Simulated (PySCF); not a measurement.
Here is a computed GFN2-xTB geometry (Å):
```
C 
C   1  1.5103
S   2  1.8227  1  109.67
C   3  1.8179  2  105.01  1   -65.38
O   3  1.4371  2  108.74  1    50.14
O   3  1.4373  2  108.30  1   179.29
H   1  1.0879  2  111.01  3  -166.38
H   1  1.0873  2  111.22  3    73.09
H   1  1.0878  2  108.81  3   -46.81
H   2  1.0859  1  113.78  3  -119.50
H   2  1.0871  1  111.94  3   115.78
H   4  1.0829  3  106.94  2  -172.38
H   4  1.0814  3  108.55  2    68.56
H   4  1.0819  3  108.54  2   -53.41
```
Z-matrix in Å and degrees, rows numbered from 1.

Charge 0, singlet.

Problem. Read off the bonds between heavy atoms and their formal orders.

Solution. C1–C2 (single); C2–S3 (single); S3–C4 (single); S3–O5 (double); S3–O6 (double). Hydrogens: H7, H8, H9 on C1; H10, H11 on C2; H12, H13, H14 on C4. The orders are those of one drawing; other resonance forms can be drawn.

Problem. Which species is it?

Solution. `CCS(C)(=O)=O`, C3H8O2S.

Problem. Name the point group.

Solution. C1 (no symmetry element, even within 0.4 Å).

Problem. Describe the place of each heavy atom.

Solution. C1: methyl carbon; C2: sp3 carbon bound to sulfur; S3: sulfonyl sulfur; C4: S-methyl carbon; O5/O6: sulfonyl oxygen.

Problem. What is the arrangement about C2?

Solution. It has 4 neighbours (C1, S3, H10, H11) and is distorted tetrahedral (angles from 104.7° to 113.8°).

Problem. What is the arrangement about S3?

Solution. It has 4 neighbours (C2, C4, O5, O6) and is distorted tetrahedral (angles from 105.0° to 117.8°).
